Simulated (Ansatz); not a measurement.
**Worked example: correlation energy of [GeH₃···H···SiH], doublet**

Geometry: a point of a hydrogen-transfer path between rigid fragments, not a stationary point.

```yaml
atoms:
  - { symbol: Ge, position_ang: [-0.9272, 0.0141, 0.0000] }
  - { symbol: H, position_ang: [-1.4387, 1.4607, 0.0000] }
  - { symbol: H, position_ang: [-1.4387, -0.7092, 1.2528] }
  - { symbol: H, position_ang: [-1.4387, -0.7092, -1.2528] }
  - { symbol: H, position_ang: [0.6071, 0.0141, 0.0000] }
  - { symbol: Si, position_ang: [2.4298, 0.0141, 0.0000] }
  - { symbol: H, position_ang: [2.8262, -1.4654, 0.0000] }
```

Basis cc-pVDZ; Ansatz 0.2.0. Correlated methods freeze the noble-gas cores and the filled d shells of p-block atoms, which leaves 13 electrons in 51 orbitals. Prefix R: restricted or restricted open-shell reference; prefix U: unrestricted. No spin–orbit coupling is included, and no scalar relativity.

Full CI isn't at hand for all of this; UCCSDT(Q) serves as the reference, and is uncertain by about the last step of the cluster series.

Runs differ by some tens of microhartree through their thresholds and, for an open shell, their frozen cores, so steps under 0.03 kcal/mol mean nothing.

```csv
level,total energy (hartree)
UHF,-2367.062009
UMP2,-2367.248665
UCCSD,-2367.300257
UCCSD(T),-2367.305655
UCCSDT,-2367.306929
UCCSDT(Q),-2367.307130
```

Q: What is the correlation energy at UCCSDT(Q), and what share of it do UMP2 and UCCSD(T) recover?

A: E(corr) = -2367.307130 − (-2367.062009) = -0.245121 hartree = -6.670 eV. UMP2: -0.186656 / -0.245121 = 76.15 %. UCCSD(T): -0.243646 / -0.245121 = 99.40 %.

Q: By how many kcal/mol does UCCSD(T) miss UCCSDT(Q) (1 hartree = 627.509 kcal/mol), and which steps make up the rest?

A: -2367.305655 − (-2367.307130) = 0.001475 hartree = 0.93 kcal/mol. Steps: UCCSDT − UCCSD(T) = -0.80, UCCSDT(Q) − UCCSDT = -0.13 kcal/mol. Differences between like states or geometries often cancel part of this.
